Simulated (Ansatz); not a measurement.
Species: AlF$_{3}$, charge 0, singlet. AlF3 (SMILES [F][Al]([F])[F]).
B3LYP-D3(BJ)/def2-TZVP minimum from Ansatz (an electronic-structure program):
```xyz
4

Al     0.0000     0.0000     0.0000
F     -0.0003     1.6340     0.0254
F      1.4150    -0.8162    -0.0451
F     -1.4147    -0.8178     0.0197
```

Hartree-Fock and CCSD correlation energies in hartree (Ansatz). Radicals and triplets start from unrestricted determinants; spin-orbit coupling is neglected. Cores are frozen in correlated methods. No relativity.

| basis | X | E(HF) | E(corr, CCSD) |
|---|---|---|---|
| cc-pV(T+d)Z | 3 | -540.60056 | -0.82749 |
| cc-pV(Q+d)Z | 4 | -540.63548 | -0.90020 |
| cc-pV(5+d)Z | 5 | -540.64255 | withheld |

Problem. Fit E(corr) = E∞ + A/X³ to X = 3 and 4, predict X = 5, and compare with the run.

Solution. A = (-0.82749 - (-0.90020))/(1/27 - 1/64) = 3.3958; E∞ = -0.90020 - A/64 = -0.95326; at X = 5, E∞ + A/125 = -0.92609. The run gave -0.92753, 1.44 mEh below the prediction. The same form on X = 4 and 5 gives E∞ = -0.95620, 2.95 mEh below the first estimate.
